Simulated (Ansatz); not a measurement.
CsCl-type TlCl, treated with LC-ωPBE in Ansatz (plane waves, PAW).

Run with plane-wave cutoff 520 eV, 6×6×6 k mesh, scalar-relativistic PAW data made under PBE.

Cell (relaxed at this level):

```cif
data_ClTl
_chemical_formula_sum 'Tl1 Cl1'
_space_group_name_H-M_alt 'Pm-3m'
_space_group_IT_number 221
_space_group_name_Hall '-P 4 2 3'
_cell_length_a 3.85034
_cell_length_b 3.85034
_cell_length_c 3.85034
_cell_angle_alpha 90.000
_cell_angle_beta 90.000
_cell_angle_gamma 90.000
loop_
_atom_site_label
_atom_site_type_symbol
_atom_site_symmetry_multiplicity
_atom_site_Wyckoff_symbol
_atom_site_fract_x
_atom_site_fract_y
_atom_site_fract_z
_atom_site_occupancy
Tl1 Tl 1 a 0.00000 0.00000 0.00000 1
Cl1 Cl 1 b 0.50000 0.50000 0.50000 1
```

Q: Estimate the Voigt–Reuss–Hill shear modulus (Hill average), elastic constant C11, elastic constant C12, Poisson ratio and elastic constant C44 that the calculation returns.

A: 
- Voigt–Reuss–Hill shear modulus (Hill average) = 11.1 GPa
- elastic constant C11 = 45.6 GPa
- elastic constant C12 = 14.5 GPa
- Poisson ratio = 0.306
- elastic constant C44 = 8.84 GPa

Elastic constants are with the ions relaxed.

Spin–orbit coupling is not included; it can shift volumes and moduli of such heavy elements.

Static lattice: no zero-point or thermal effects.

Ansatz is a program for electronic structure.
